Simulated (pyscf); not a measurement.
## Routes from `[F][Ga]` [singlet] + `[H][H]`

Candidate steps break at most two bonds and form at most two. Each was searched with GFN2-xTB (tblite) first. Structures and frequencies: ωB97X-D3(BJ)/def2-SVP in PySCF. Energies: ωB97M-D3(BJ)/def2-TZVP, kcal/mol, from the separated reactants, singlet surface; ΔG‡ with ideal gas, 1 atm, RRHO with modes under 100 cm⁻¹ raised to 100, one conformer, R ln 2 for chiral ones without a mode under 150 cm⁻¹.

```json
[
 {"products": "GaH [singlet] + HF", "type": "four-centre exchange", "ΔE‡": "35.5", "ΔE": "+41.6", "ΔG‡ 298 K": "–", "ΔG‡ 900 K": "–", "ν‡ (cm⁻¹)": "693i"},
 {"products": "F–GaH₂", "type": "insertion", "ΔE‡": "81.0", "ΔE": "+2.1", "ΔG‡ 298 K": "86.7", "ΔG‡ 900 K": "101.9", "ν‡ (cm⁻¹)": "1735i"}
]
```

A dash marks a saddle under its separated products, where this table gives no free-energy barrier. Row 1: On the product side the descent ends in a bound adduct, 8.8 kcal/mol under the separated species and 2.1 kcal/mol under the saddle at ωB97X-D3(BJ)/def2-TZVP. 

Plain bond fissions and candidates not yet searched are not listed, and one of them may be faster. Each barrier is that of the saddle found; lower ones may exist. One closed-shell reference is unstable to symmetry breaking; treat the single-reference values with care. Elements up to Kr have no core potential and no relativistic terms here.
